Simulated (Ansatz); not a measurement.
Process, species as SMILES: C=O (CH2-O) → [CH-]=O + H+
B3LYP-D3(BJ)/def2-TZVP geometries, fixed; electronic energies without zero-point terms.

Effect of a fitting basis named in the input at HF/def2-TZVPP with Ansatz (a program for electronic structure), against the last row, where the deprotonation energy is 412.42 kcal/mol. The default fits or decomposes integrals by the program's own choice; accuracy: high also tightens integrals, grids and stops.

| setting | largest shift of a total energy (mEh) | shift of the deprotonation energy (kcal/mol) |
|---|---|---|
| fitting: def2-SV(P)-JKFIT | 0.054 | 0.001 |
| fitting: def2-universal-JKFIT | 0.054 | 0.001 |
| fitting: cc-pVTZ-JKFIT | 0.062 | -0.003 |
| fitting: cc-pVQZ-JKFIT | 0.005 | -0.001 |
| fitting: cc-pV5Z-JKFIT | 0.000 | 0.000 |
| accuracy: high | -0.002 | 0.000 |
| accuracy: medium (default) | 0.000 | 0.000 |

Within 0.02 kcal/mol in the deprotonation energy: fitting: def2-SV(P)-JKFIT; fitting: def2-universal-JKFIT; fitting: cc-pVTZ-JKFIT; fitting: cc-pVQZ-JKFIT; fitting: cc-pV5Z-JKFIT; accuracy: high. The largest shift is 0.062 mEh in a total energy and 0.003 kcal/mol in the difference.
